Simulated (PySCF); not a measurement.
B3LYP has the VWN-RPA correlation part, as in Gaussian. Excitations are Tamm–Dancoff values on a coarser integration grid. The basis has no diffuse functions, so Rydberg states are missing or too high.

Species: BCl₃, SMILES `ClB(Cl)Cl` (charge 0, multiplicity 1).

Problem. What is the computed brightest of the four lowest singlets (TDA), S1 excitation (TDA) and T1 excitation (TDA) (B3LYP-D3(BJ)/def2-TZVP // PBE0-D4/def2-TZVP run with PySCF)?

Solution. 
```json
{
  "brightest of the four lowest singlets (TDA)": "7.10 eV",
  "S1 excitation (TDA)": "5.61 eV",
  "T1 excitation (TDA)": "5.43 eV"
}
```
